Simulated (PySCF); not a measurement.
Atoms are numbered as in `[CH2:1]=[CH:2]/[CH:3]=[CH:4]/[CH:5]=[CH:6]/[CH:7]=[CH2:8]`; H(Xn) means a hydrogen on atom n. Ha(C1) is cis to C3; Ha(C8) is cis to C6; Hb(C1) is trans to C3; Hb(C8) is trans to C6.

Non-relativistic Hamiltonian, fast rotation and ring inversion assumed for equivalent nuclei, in vacuum, one conformer. B97-2/pcSseg-1 with gauge-including orbitals; PBE0-D3(BJ)/def2-SVP geometry; PySCF.

Scale: $^{13}$C (183.69 ppm), $^{1}$H (31.38 ppm) vs TMS (reference shieldings calculated alike).

| atoms | nucleus | count | δ (ppm) |
| --- | --- | --- | --- |
| C3/C6 | $^{13}$C | 2 | ? |
| H(C4)/H(C5) | $^{1}$H | 2 | ? |
| H(C3)/H(C6) | $^{1}$H | 2 | 6.22 |
| H(C2)/H(C7) | $^{1}$H | 2 | 6.41 |
| C2/C7 | $^{13}$C | 2 | 142.0 |
| Ha(C1)/Ha(C8) | $^{1}$H | 2 | 5.43 |
| C4/C5 | $^{13}$C | 2 | 137.6 |
| C1/C8 | $^{13}$C | 2 | ? |
| Hb(C1)/Hb(C8) | $^{1}$H | 2 | 5.35 |

Question: Complete the table.

Answer: 
- C3/C6: 138.6 ppm, alkene CH; an sp2 carbon of a C=C bond
- C1/C8: 122.7 ppm, terminal =CH2 carbon; as expected for a trigonal carbon in a double bond
- H(C4)/H(C5): 6.20 ppm, hydrogen on an alkene CH; olefinic region

Shifts are as computed. Against solution values, carbons near 30 ppm lie about +1 ppm off and those near 130 ppm about +2 ppm. Of 1211 compounds with measured shifts, 218 miss one by over three times the rms of a fit or turn the order of signals round; such compounds aren't used in these exercises.
